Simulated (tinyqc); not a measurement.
The basis set: RHF and MP2 along a ladder of basis sets, for H2O, spin multiplicity 1. Computed by the program tinyqc with PySCF. Command: `OMP_NUM_THREADS=1 python tinyqc.py 110462 110463 out.jsonl`; one thread of a shared host (Intel(R) Xeon(R) Processor @ 2.60GHz), about 2 s.

Geometry (angstrom):
```
atom       x        y       z
O     0.0000   0.0000  0.0000
H     0.0000   0.7250  0.5550
H     0.0000  -0.7250  0.5550
```

Same geometry throughout; the dipole is taken about the origin.

RHF and frozen-core MP2 in a ladder of bases:
```
basis        functions  E(RHF) (hartree)  E(MP2 corr) (hartree)  HOMO (eV)  LUMO (eV)  dipole (debye)
sto-3g               7        -74.950820              -0.031854   -10.7336    17.6854          1.7777
3-21g               13        -75.579149              -0.117537   -13.1059     7.5432          2.4144
6-31g               13        -75.980512              -0.123682   -13.7104     5.8171          2.6000
6-31g**             24        -76.020918              -0.191226   -13.6021     6.1254          2.1320
cc-pvdz             24        -76.024445              -0.198470   -13.5099     5.2461          2.0029
aug-cc-pvdz         41        -76.039540              -0.215482   -13.9654     0.9845          1.9525
cc-pvtz             58        -76.055899              -0.258289   -13.8281     3.9898          1.9787
```

From cc-pVDZ to cc-pVTZ the RHF energy falls by 31.5 mhartree and the correlation energy by 59.8. If valence correlation converges as X^-3, (27 E(T) - 8 E(D))/19 gives -0.2835 hartree, a rough estimate from such small X that usually falls short; STO-3G holds about 11 % of it. Beyond STO-3G the LUMO moves by 6.6 eV and the HOMO by 0.9 eV; diffuse functions lower the positive LUMO sharply, since an unbound virtual level tracks the most diffuse function.
